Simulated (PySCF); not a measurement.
These 3 structures share the formula C3H5FO2. Level of theory: PySCF 2.14.0, PBE0-D3(BJ)/def2-SVP geometry optimisation, gas phase. One conformer each; no zero-point energy, no entropy. No frequencies were run at this level. Point groups hold within 0.08 Å.

Question: Rank from lowest to highest electronic energy at this level (kJ/mol).
A. `[CH3:1][C@@H:2]([F:3])[O:4][CH:5]=[O:6]` with C1–C2–O4–C5 154°, C2–O4–C5–O6 -3°
B. `[OH:1][CH2:2][C@@H:3]1[O:4][C@@H:5]1[F:6]` with H–O1–C2–C3 59°, O1–C2–C3–O4 -67°
C. `[CH3:1][C@H:2]([F:3])[C:4](=[O:5])[OH:6]` with C1–C2–C4–O5 -47°, C2–C4–O6–H 179°

Answer: C (0.0), A (22.6), B (175.6).

As drawn, the lowest has a C=O bond and a C(=O)–O unit, which the highest lacks; the highest has a three-membered ring, which the lowest lacks.

```json
{"SMILES": "C[C@H](F)C(=O)O", "E (Eh)": "-366.97264", "E rel (kJ/mol)": "0.0", "dipole (D)": "0.21", "point group": "C1", "A, B, C (MHz)": "5188, 3361, 2189"}
{"SMILES": "C[C@@H](F)OC=O", "E (Eh)": "-366.96404", "E rel (kJ/mol)": "22.6", "dipole (D)": "2.43", "point group": "C1", "A, B, C (MHz)": "7118, 2509, 2162"}
{"SMILES": "OC[C@@H]1O[C@@H]1F", "E (Eh)": "-366.90574", "E rel (kJ/mol)": "175.6", "dipole (D)": "1.67", "point group": "C1", "A, B, C (MHz)": "7793, 2427, 2158"}
```

How do the relative energies change in single points at PBE0/pcSseg-1 (no added dispersion term) on the same geometries?

```tsv
SMILES	PBE0-D3(BJ)/def2-SVP (kJ/mol)	PBE0/pcSseg-1 (kJ/mol)	shift
C[C@H](F)C(=O)O	0.0	0.0	0.0
C[C@@H](F)OC=O	22.6	20.3	-2.3
OC[C@@H]1O[C@@H]1F	175.6	174.5	-1.1
```

Each column counts from its own lowest isomer. The order is unchanged; the largest shift is 2.3 kJ/mol.

As an exercise, what shares would exp(−E/RT) give at 2000 K from these electronic energies alone (no entropy, no degeneracies)?

RT = 16.629 kJ/mol: C[C@H](F)C(=O)O 79.5 %, C[C@@H](F)OC=O 20.5 %, OC[C@@H]1O[C@@H]1F under 0.1 %.
